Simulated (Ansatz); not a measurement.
# C2H2S: the cost of one run

Program: Ansatz 0.2.0. Level of theory: RKS B3LYP/STO-3G. These are calculated values, not measurements.

## Step 1: The structure to begin with

Bond lengths: C1–C2 1.301 Å, C1–S3 1.604 Å, C2–S3 1.680 Å, C1–H4 1.034 Å, C2–H5 1.065 Å. Angles: C1–C2–S3 63.6°, C1–C2–H5 150.5°, S3–C2–H5 145.8°, C2–C1–S3 69.8°, C2–C1–H4 141.9°, S3–C1–H4 148.3°, C1–S3–C2 46.6°.

Structure file:

```xyz
5

C    -0.4396   -0.4811   -0.1194
C     0.3588    0.5311    0.0523
S     0.9131   -0.9576    0.5984
H    -1.3685   -0.7299   -0.4991
H     0.5861    1.5639   -0.0737
```

## Step 2: Relaxing end A

input.yaml reads:

```yaml
crystal:
  periodic: [false, false, false]
  atoms:
    - { symbol: C, position_ang: [-0.4396, -0.4811, -0.1194] }
    - { symbol: C, position_ang: [0.3588, 0.5311, 0.0523] }
    - { symbol: S, position_ang: [0.9131, -0.9576, 0.5984] }
    - { symbol: H, position_ang: [-1.3685, -0.7299, -0.4991] }
    - { symbol: H, position_ang: [0.5861, 1.5639, -0.0737] }
basis:
  gaussian: { orbitals: STO-3G }
hamiltonian:
  xc: b3lyp
relax:
  f_tol: 0.02
  max_steps: 50
output:
  orbitals: {}
```

On the command line:

```console
$ ansatz run input.yaml --threads 1 --pin off --max-ram 2048MiB --backend cpu --events-out ev --progress --plain --runs-dir out
```

Q: Estimate wall time and peak memory on 1 thread of Arm Neoverse V2, shared host.

About 4.4 s, with a peak of 0.093 GiB.
